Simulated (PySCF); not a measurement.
Bond stretch in CH5N, SMILES CN. The C1–H7 bond (C1 also carries H, H, N; H7 carries nothing else) is stretched with both fragments frozen at the PBE0/def2-TZVP optimised geometry.

Methods: UHF/def2-TZVP (PySCF); RHF/def2-TZVP (PySCF); UKS-TPSSh = unrestricted TPSSh/def2-TZVP (PySCF); RKS-TPSSh = restricted TPSSh/def2-TZVP in PySCF; UKS-PBE = unrestricted PBE/def2-TZVP in PySCF 2.14.0; RKS-PBE = restricted PBE/def2-TZVP (PySCF); UKS-B3LYP/6-31G* = unrestricted B3LYP/6-31G*, spherical d (PySCF 2.14.0); RKS-B3LYP/6-31G* = restricted B3LYP/6-31G*, spherical d in PySCF; UKS-BP86/6-31G* = unrestricted BP86/6-31G*, spherical d (PySCF); RKS-BP86/6-31G* = restricted BP86/6-31G*, spherical d (PySCF); UKS-B3LYP/3-21G = unrestricted B3LYP/3-21G in PySCF; RKS-B3LYP/3-21G = restricted B3LYP/3-21G in PySCF.

Scanned distances (Å): 0.87, 0.94, 0.97, 1.02, 1.06, 1.09, 1.13, 1.15, 1.21, 1.25, 1.35, 1.47, 1.62, 1.82, 1.98, 2.20, 2.39, 2.70, 2.95, 3.28.

Problem. Where does the unrestricted solution first break spin symmetry (<S²> of 0.01 or more)?

Solution. UHF: between 1.62 and 1.82 Å; UKS-TPSSh: between 1.82 and 1.98 Å; UKS-PBE: between 1.98 and 2.20 Å; UKS-B3LYP/6-31G*: between 1.98 and 2.20 Å; UKS-BP86/6-31G*: between 2.20 and 2.39 Å; UKS-B3LYP/3-21G: between 1.98 and 2.20 Å.

```json
[
 {"R / Å": "0.87", "<S²> UHF": "0.00", "E(RHF) − E(UHF) / eV": "0.000", "<S²> UKS-TPSSh": "0.00", "E(RKS-TPSSh) − E(UKS-TPSSh) / eV": "0.000", "<S²> UKS-PBE": "0.00", "E(RKS-PBE) − E(UKS-PBE) / eV": "0.000", "<S²> UKS-B3LYP/6-31G*": "0.00", "E(RKS-B3LYP/6-31G*) − E(UKS-B3LYP/6-31G*) / eV": "0.000", "<S²> UKS-BP86/6-31G*": "0.00", "E(RKS-BP86/6-31G*) − E(UKS-BP86/6-31G*) / eV": "0.000", "<S²> UKS-B3LYP/3-21G": "0.00", "E(RKS-B3LYP/3-21G) − E(UKS-B3LYP/3-21G) / eV": "0.000"},
 {"R / Å": "0.94", "<S²> UHF": "0.00", "E(RHF) − E(UHF) / eV": "0.000", "<S²> UKS-TPSSh": "0.00", "E(RKS-TPSSh) − E(UKS-TPSSh) / eV": "0.000", "<S²> UKS-PBE": "0.00", "E(RKS-PBE) − E(UKS-PBE) / eV": "0.000", "<S²> UKS-B3LYP/6-31G*": "0.00", "E(RKS-B3LYP/6-31G*) − E(UKS-B3LYP/6-31G*) / eV": "0.000", "<S²> UKS-BP86/6-31G*": "0.00", "E(RKS-BP86/6-31G*) − E(UKS-BP86/6-31G*) / eV": "0.000", "<S²> UKS-B3LYP/3-21G": "0.00", "E(RKS-B3LYP/3-21G) − E(UKS-B3LYP/3-21G) / eV": "0.000"},
 {"R / Å": "0.97", "<S²> UHF": "0.00", "E(RHF) − E(UHF) / eV": "0.000", "<S²> UKS-TPSSh": "0.00", "E(RKS-TPSSh) − E(UKS-TPSSh) / eV": "0.000", "<S²> UKS-PBE": "0.00", "E(RKS-PBE) − E(UKS-PBE) / eV": "0.000", "<S²> UKS-B3LYP/6-31G*": "0.00", "E(RKS-B3LYP/6-31G*) − E(UKS-B3LYP/6-31G*) / eV": "0.000", "<S²> UKS-BP86/6-31G*": "0.00", "E(RKS-BP86/6-31G*) − E(UKS-BP86/6-31G*) / eV": "0.000", "<S²> UKS-B3LYP/3-21G": "0.00", "E(RKS-B3LYP/3-21G) − E(UKS-B3LYP/3-21G) / eV": "0.000"},
 {"R / Å": "1.02", "<S²> UHF": "0.00", "E(RHF) − E(UHF) / eV": "0.000", "<S²> UKS-TPSSh": "0.00", "E(RKS-TPSSh) − E(UKS-TPSSh) / eV": "0.000", "<S²> UKS-PBE": "0.00", "E(RKS-PBE) − E(UKS-PBE) / eV": "0.000", "<S²> UKS-B3LYP/6-31G*": "0.00", "E(RKS-B3LYP/6-31G*) − E(UKS-B3LYP/6-31G*) / eV": "0.000", "<S²> UKS-BP86/6-31G*": "0.00", "E(RKS-BP86/6-31G*) − E(UKS-BP86/6-31G*) / eV": "0.000", "<S²> UKS-B3LYP/3-21G": "0.00", "E(RKS-B3LYP/3-21G) − E(UKS-B3LYP/3-21G) / eV": "0.000"},
 {"R / Å": "1.06", "<S²> UHF": "0.00", "E(RHF) − E(UHF) / eV": "0.000", "<S²> UKS-TPSSh": "0.00", "E(RKS-TPSSh) − E(UKS-TPSSh) / eV": "0.000", "<S²> UKS-PBE": "0.00", "E(RKS-PBE) − E(UKS-PBE) / eV": "0.000", "<S²> UKS-B3LYP/6-31G*": "0.00", "E(RKS-B3LYP/6-31G*) − E(UKS-B3LYP/6-31G*) / eV": "0.000", "<S²> UKS-BP86/6-31G*": "0.00", "E(RKS-BP86/6-31G*) − E(UKS-BP86/6-31G*) / eV": "0.000", "<S²> UKS-B3LYP/3-21G": "0.00", "E(RKS-B3LYP/3-21G) − E(UKS-B3LYP/3-21G) / eV": "0.000"},
 {"R / Å": "1.09", "<S²> UHF": "0.00", "E(RHF) − E(UHF) / eV": "0.000", "<S²> UKS-TPSSh": "0.00", "E(RKS-TPSSh) − E(UKS-TPSSh) / eV": "0.000", "<S²> UKS-PBE": "0.00", "E(RKS-PBE) − E(UKS-PBE) / eV": "0.000", "<S²> UKS-B3LYP/6-31G*": "0.00", "E(RKS-B3LYP/6-31G*) − E(UKS-B3LYP/6-31G*) / eV": "0.000", "<S²> UKS-BP86/6-31G*": "0.00", "E(RKS-BP86/6-31G*) − E(UKS-BP86/6-31G*) / eV": "0.000", "<S²> UKS-B3LYP/3-21G": "0.00", "E(RKS-B3LYP/3-21G) − E(UKS-B3LYP/3-21G) / eV": "0.000"},
 {"R / Å": "1.13", "<S²> UHF": "0.00", "E(RHF) − E(UHF) / eV": "0.000", "<S²> UKS-TPSSh": "0.00", "E(RKS-TPSSh) − E(UKS-TPSSh) / eV": "0.000", "<S²> UKS-PBE": "0.00", "E(RKS-PBE) − E(UKS-PBE) / eV": "0.000", "<S²> UKS-B3LYP/6-31G*": "0.00", "E(RKS-B3LYP/6-31G*) − E(UKS-B3LYP/6-31G*) / eV": "0.000", "<S²> UKS-BP86/6-31G*": "0.00", "E(RKS-BP86/6-31G*) − E(UKS-BP86/6-31G*) / eV": "0.000", "<S²> UKS-B3LYP/3-21G": "0.00", "E(RKS-B3LYP/3-21G) − E(UKS-B3LYP/3-21G) / eV": "0.000"},
 {"R / Å": "1.15", "<S²> UHF": "0.00", "E(RHF) − E(UHF) / eV": "0.000", "<S²> UKS-TPSSh": "0.00", "E(RKS-TPSSh) − E(UKS-TPSSh) / eV": "0.000", "<S²> UKS-PBE": "0.00", "E(RKS-PBE) − E(UKS-PBE) / eV": "0.000", "<S²> UKS-B3LYP/6-31G*": "0.00", "E(RKS-B3LYP/6-31G*) − E(UKS-B3LYP/6-31G*) / eV": "0.000", "<S²> UKS-BP86/6-31G*": "0.00", "E(RKS-BP86/6-31G*) − E(UKS-BP86/6-31G*) / eV": "0.000", "<S²> UKS-B3LYP/3-21G": "0.00", "E(RKS-B3LYP/3-21G) − E(UKS-B3LYP/3-21G) / eV": "0.000"},
 {"R / Å": "1.21", "<S²> UHF": "0.00", "E(RHF) − E(UHF) / eV": "0.000", "<S²> UKS-TPSSh": "0.00", "E(RKS-TPSSh) − E(UKS-TPSSh) / eV": "0.000", "<S²> UKS-PBE": "0.00", "E(RKS-PBE) − E(UKS-PBE) / eV": "0.000", "<S²> UKS-B3LYP/6-31G*": "0.00", "E(RKS-B3LYP/6-31G*) − E(UKS-B3LYP/6-31G*) / eV": "0.000", "<S²> UKS-BP86/6-31G*": "0.00", "E(RKS-BP86/6-31G*) − E(UKS-BP86/6-31G*) / eV": "0.000", "<S²> UKS-B3LYP/3-21G": "0.00", "E(RKS-B3LYP/3-21G) − E(UKS-B3LYP/3-21G) / eV": "0.000"},
 {"R / Å": "1.25", "<S²> UHF": "0.00", "E(RHF) − E(UHF) / eV": "0.000", "<S²> UKS-TPSSh": "0.00", "E(RKS-TPSSh) − E(UKS-TPSSh) / eV": "0.000", "<S²> UKS-PBE": "0.00", "E(RKS-PBE) − E(UKS-PBE) / eV": "0.000", "<S²> UKS-B3LYP/6-31G*": "0.00", "E(RKS-B3LYP/6-31G*) − E(UKS-B3LYP/6-31G*) / eV": "0.000", "<S²> UKS-BP86/6-31G*": "0.00", "E(RKS-BP86/6-31G*) − E(UKS-BP86/6-31G*) / eV": "0.000", "<S²> UKS-B3LYP/3-21G": "0.00", "E(RKS-B3LYP/3-21G) − E(UKS-B3LYP/3-21G) / eV": "0.000"},
 {"R / Å": "1.35", "<S²> UHF": "0.00", "E(RHF) − E(UHF) / eV": "0.000", "<S²> UKS-TPSSh": "0.00", "E(RKS-TPSSh) − E(UKS-TPSSh) / eV": "0.000", "<S²> UKS-PBE": "0.00", "E(RKS-PBE) − E(UKS-PBE) / eV": "0.000", "<S²> UKS-B3LYP/6-31G*": "0.00", "E(RKS-B3LYP/6-31G*) − E(UKS-B3LYP/6-31G*) / eV": "0.000", "<S²> UKS-BP86/6-31G*": "0.00", "E(RKS-BP86/6-31G*) − E(UKS-BP86/6-31G*) / eV": "0.000", "<S²> UKS-B3LYP/3-21G": "0.00", "E(RKS-B3LYP/3-21G) − E(UKS-B3LYP/3-21G) / eV": "0.000"},
 {"R / Å": "1.47", "<S²> UHF": "0.00", "E(RHF) − E(UHF) / eV": "0.000", "<S²> UKS-TPSSh": "0.00", "E(RKS-TPSSh) − E(UKS-TPSSh) / eV": "0.000", "<S²> UKS-PBE": "0.00", "E(RKS-PBE) − E(UKS-PBE) / eV": "0.000", "<S²> UKS-B3LYP/6-31G*": "0.00", "E(RKS-B3LYP/6-31G*) − E(UKS-B3LYP/6-31G*) / eV": "0.000", "<S²> UKS-BP86/6-31G*": "0.00", "E(RKS-BP86/6-31G*) − E(UKS-BP86/6-31G*) / eV": "0.000", "<S²> UKS-B3LYP/3-21G": "0.00", "E(RKS-B3LYP/3-21G) − E(UKS-B3LYP/3-21G) / eV": "0.000"},
 {"R / Å": "1.62", "<S²> UHF": "0.00", "E(RHF) − E(UHF) / eV": "0.000", "<S²> UKS-TPSSh": "0.00", "E(RKS-TPSSh) − E(UKS-TPSSh) / eV": "0.000", "<S²> UKS-PBE": "0.00", "E(RKS-PBE) − E(UKS-PBE) / eV": "0.000", "<S²> UKS-B3LYP/6-31G*": "0.00", "E(RKS-B3LYP/6-31G*) − E(UKS-B3LYP/6-31G*) / eV": "0.000", "<S²> UKS-BP86/6-31G*": "0.00", "E(RKS-BP86/6-31G*) − E(UKS-BP86/6-31G*) / eV": "0.000", "<S²> UKS-B3LYP/3-21G": "0.00", "E(RKS-B3LYP/3-21G) − E(UKS-B3LYP/3-21G) / eV": "0.000"},
 {"R / Å": "1.82", "<S²> UHF": "0.41", "E(RHF) − E(UHF) / eV": "0.190", "<S²> UKS-TPSSh": "0.00", "E(RKS-TPSSh) − E(UKS-TPSSh) / eV": "0.000", "<S²> UKS-PBE": "0.00", "E(RKS-PBE) − E(UKS-PBE) / eV": "0.000", "<S²> UKS-B3LYP/6-31G*": "0.00", "E(RKS-B3LYP/6-31G*) − E(UKS-B3LYP/6-31G*) / eV": "0.000", "<S²> UKS-BP86/6-31G*": "0.00", "E(RKS-BP86/6-31G*) − E(UKS-BP86/6-31G*) / eV": "0.000", "<S²> UKS-B3LYP/3-21G": "0.00", "E(RKS-B3LYP/3-21G) − E(UKS-B3LYP/3-21G) / eV": "0.000"},
 {"R / Å": "1.98", "<S²> UHF": "0.63", "E(RHF) − E(UHF) / eV": "0.571", "<S²> UKS-TPSSh": "0.03", "E(RKS-TPSSh) − E(UKS-TPSSh) / eV": "0.000", "<S²> UKS-PBE": "0.00", "E(RKS-PBE) − E(UKS-PBE) / eV": "0.000", "<S²> UKS-B3LYP/6-31G*": "0.00", "E(RKS-B3LYP/6-31G*) − E(UKS-B3LYP/6-31G*) / eV": "0.000", "<S²> UKS-BP86/6-31G*": "0.00", "E(RKS-BP86/6-31G*) − E(UKS-BP86/6-31G*) / eV": "0.000", "<S²> UKS-B3LYP/3-21G": "0.00", "E(RKS-B3LYP/3-21G) − E(UKS-B3LYP/3-21G) / eV": "0.000"},
 {"R / Å": "2.20", "<S²> UHF": "0.81", "E(RHF) − E(UHF) / eV": "1.202", "<S²> UKS-TPSSh": "0.45", "E(RKS-TPSSh) − E(UKS-TPSSh) / eV": "0.144", "<S²> UKS-PBE": "0.02", "E(RKS-PBE) − E(UKS-PBE) / eV": "0.000", "<S²> UKS-B3LYP/6-31G*": "0.35", "E(RKS-B3LYP/6-31G*) − E(UKS-B3LYP/6-31G*) / eV": "0.087", "<S²> UKS-BP86/6-31G*": "0.00", "E(RKS-BP86/6-31G*) − E(UKS-BP86/6-31G*) / eV": "0.000", "<S²> UKS-B3LYP/3-21G": "0.36", "E(RKS-B3LYP/3-21G) − E(UKS-B3LYP/3-21G) / eV": "0.091"},
 {"R / Å": "2.39", "<S²> UHF": "0.89", "E(RHF) − E(UHF) / eV": "1.751", "<S²> UKS-TPSSh": "0.62", "E(RKS-TPSSh) − E(UKS-TPSSh) / eV": "0.361", "<S²> UKS-PBE": "0.44", "E(RKS-PBE) − E(UKS-PBE) / eV": "0.080", "<S²> UKS-B3LYP/6-31G*": "0.60", "E(RKS-B3LYP/6-31G*) − E(UKS-B3LYP/6-31G*) / eV": "0.287", "<S²> UKS-BP86/6-31G*": "0.36", "E(RKS-BP86/6-31G*) − E(UKS-BP86/6-31G*) / eV": "0.053", "<S²> UKS-B3LYP/3-21G": "0.60", "E(RKS-B3LYP/3-21G) − E(UKS-B3LYP/3-21G) / eV": "0.296"},
 {"R / Å": "2.70", "<S²> UHF": "0.96", "E(RHF) − E(UHF) / eV": "2.563", "<S²> UKS-TPSSh": "0.79", "E(RKS-TPSSh) − E(UKS-TPSSh) / eV": "0.734", "<S²> UKS-PBE": "0.78", "E(RKS-PBE) − E(UKS-PBE) / eV": "0.355", "<S²> UKS-B3LYP/6-31G*": "0.82", "E(RKS-B3LYP/6-31G*) − E(UKS-B3LYP/6-31G*) / eV": "0.686", "<S²> UKS-BP86/6-31G*": "0.72", "E(RKS-BP86/6-31G*) − E(UKS-BP86/6-31G*) / eV": "0.293", "<S²> UKS-B3LYP/3-21G": "0.83", "E(RKS-B3LYP/3-21G) − E(UKS-B3LYP/3-21G) / eV": "0.705"},
 {"R / Å": "2.95", "<S²> UHF": "0.99", "E(RHF) − E(UHF) / eV": "3.121", "<S²> UKS-TPSSh": "0.86", "E(RKS-TPSSh) − E(UKS-TPSSh) / eV": "1.003", "<S²> UKS-PBE": "0.90", "E(RKS-PBE) − E(UKS-PBE) / eV": "0.593", "<S²> UKS-B3LYP/6-31G*": "0.91", "E(RKS-B3LYP/6-31G*) − E(UKS-B3LYP/6-31G*) / eV": "0.998", "<S²> UKS-BP86/6-31G*": "0.86", "E(RKS-BP86/6-31G*) − E(UKS-BP86/6-31G*) / eV": "0.513", "<S²> UKS-B3LYP/3-21G": "0.92", "E(RKS-B3LYP/3-21G) − E(UKS-B3LYP/3-21G) / eV": "1.025"},
 {"R / Å": "3.28", "<S²> UHF": "1.00", "E(RHF) − E(UHF) / eV": "3.733", "<S²> UKS-TPSSh": "0.92", "E(RKS-TPSSh) − E(UKS-TPSSh) / eV": "1.291", "<S²> UKS-PBE": "0.97", "E(RKS-PBE) − E(UKS-PBE) / eV": "0.862", "<S²> UKS-B3LYP/6-31G*": "0.97", "E(RKS-B3LYP/6-31G*) − E(UKS-B3LYP/6-31G*) / eV": "1.350", "<S²> UKS-BP86/6-31G*": "0.95", "E(RKS-BP86/6-31G*) − E(UKS-BP86/6-31G*) / eV": "0.772", "<S²> UKS-B3LYP/3-21G": "0.97", "E(RKS-B3LYP/3-21G) − E(UKS-B3LYP/3-21G) / eV": "1.390"}
]
```
